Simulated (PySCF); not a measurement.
Method: PBE-D3(BJ)/def2-TZVP // PBE0-D4/def2-TZVP (PySCF). All species are isolated molecules in the gas phase. One relaxed conformer stands for a flexible species; it need not be the lowest. 

Reference species (SMILES): `[OH]` (neutral, multiplicity 2).

| Item | Value |
|---|---|
| highest occupied spin orbital | -7.16 eV |

Changed species: `[S][SiH2]O` (H–O–Si–S torsion 49°) (radical fragment; the reference has radical fragment).

**Question.** Give the shifts of the highest occupied spin orbital.

**Answer.** the highest occupied spin orbital goes up by 0.85 eV, to -6.31 eV.
